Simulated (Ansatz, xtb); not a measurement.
Molecule: CN (charge 0, doublet). SMILES: [C]#N
Coordinates optimised at B3LYP-D3(BJ)/def2-TZVP (Ansatz, an electronic-structure program):
```xyz
2

C      0.0000     0.0000    -0.6258
N      0.0000     0.0000     0.5364
```
Charge 0, spin multiplicity 2.

Harmonic wavenumbers from GFN2-xTB (xtb, at its own minimum), cm⁻¹: 2371.

**Question.** Give the harmonic wavenumbers at B3LYP-D3(BJ)/def2-TZVP (Ansatz, finite differences of forces, unscaled).

**Answer.** 2154 cm⁻¹. Zero-point energy 3.1 kcal/mol.

**Question.** From these and the geometry, give the ideal-gas thermochemistry at 298.15 K and 1 atm (rigid rotor, harmonic oscillator).

**Answer.** Point group C∞v, rotational symmetry number 1. Rotational constants 57.86, 57.86 GHz. S(trans) 35.70, S(rot) 11.28, S(vib) 0.00, S(elec, spin only) 1.38, S 48.4 cal/(mol K). H(298) - H(0) 2.07 kcal/mol; G - E(el) -9.3 kcal/mol.
